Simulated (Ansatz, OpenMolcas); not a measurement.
**The same job for OpenMolcas**

Ansatz 0.2.0 runs this on BF (SMILES [B]F):

job.yaml:
```yaml
crystal:
  periodic: [false, false, false]
  atoms:
    - symbol: B
      position_ang: [0.000000, -0.000000, -0.009350]
    - symbol: F
      position_ang: [-0.000000, 0.000000, 1.253740]
basis:
  gaussian:
    orbitals: def2-TZVPPD.json
magnetization:
  spin_polarized: false
hamiltonian:
  xc: {name: B2PLYP}
correlation:
  frozen_orbitals: {B: 1, F: 1}
accuracy: high
output: {orbitals: {seedname: orbitals}}
```

```bash
$ ansatz run job.yaml --threads 1 --pin off --max-ram 3480MiB --events-out events.jsonl --progress --plain --runs-dir runs
```

(Basis files named in the input come from the Basis Set Exchange and aren't shown.)

The shape is that of a PBE0-D4/def2-TZVP optimisation.

It gives a total energy of -124.642919 Eh.

**Question.** How is this level of theory, on these atoms, set up in OpenMolcas 26.06 as an input file of the program's own?

**Answer.** One way, which was run:

coord.xyz:
```
2

B      0.000000     0.000000    -0.009350
F      0.000000     0.000000     1.253740
```

mol.input:
```
&GATEWAY
 BasLib=$CurrDir
 Coord=coord.xyz
 Basis=def2-TZVPPD
 Group=NoSym

&SEWARD
 GridInput
 Grid=UltraFine
 End of Grid

&SCF
 KSDFT=B2PLYP_SCF
 Thresholds=1e-10 1e-07 1e-07 1e-05
 PrOrbitals=1 2

&MBPT2
 Frozen=2
```

```bash
$ export MOLCAS_MEM=1860
$ pymolcas mol.input > mol.log
```

(Basis files named in the input come from the Basis Set Exchange and aren't shown.)

Its energy is -124.642919 Eh, 0.000 mEh from the first.
